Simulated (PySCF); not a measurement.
From computed data to an observable: entropy of an ideal gas

C2F4, SMILES FC(F)=C(F)F (connectivity only; charge and spin as stated), charge +1, multiplicity 2.

Geometry: PBE0-D3(BJ)/def2-SVP. The spin state was assumed, not searched.

PBE0-D3(BJ)/def2-SVP (PySCF 2.14.0) gives the harmonic wavenumbers 144, 212, 414, 443, 546, 600, 618, 863, 1335, 1626, 1628, 1781 cm⁻¹ and the rotational temperatures 0.2734, 0.1610, 0.1013 K. The molar mass is 100.02 g/mol, the symmetry number 4, the spin multiplicity 2.

Q: Work out the entropy at 298.15 K and 1 atm in the rigid-rotor, harmonic-oscillator model.

A: 
Translation (Sackur–Tetrode at 1 atm): S = R[1.5 ln M + 2.5 ln T − 1.16487] = 166.2 J/(mol K).
Rotation: q = (√π/σ) T^1.5/√(θA θB θC) = 34200, S = R[ln q + 3/2] = 99.3 J/(mol K).
Vibration: with u = 1.4388 ν/T, each mode gives R[u/(e^u − 1) − ln(1 − e^−u)]:
```csv
ν (cm⁻¹),modes,u,S (J/(mol K))
144,1,0.69,11.51
212,1,1.02,8.48
414,1,2.00,3.82
443,1,2.14,3.42
546,1,2.63,2.31
600,1,2.90,1.88
618,1,2.98,1.76
863,1,4.16,0.68
1335,1,6.44,0.10
1626,1,7.85,0.03
1628,1,7.86,0.03
1781,1,8.59,0.01
```
These are all the modes. Sum 34.0 J/(mol K).
Spin: R ln 2 = 5.8 J/(mol K).
Total 305.2 J/(mol K); the program's own thermochemistry gives 305.2. Translation makes up 54 % and vibration 11 %. Anharmonicity, hindered rotation and orbital degeneracy are left out.
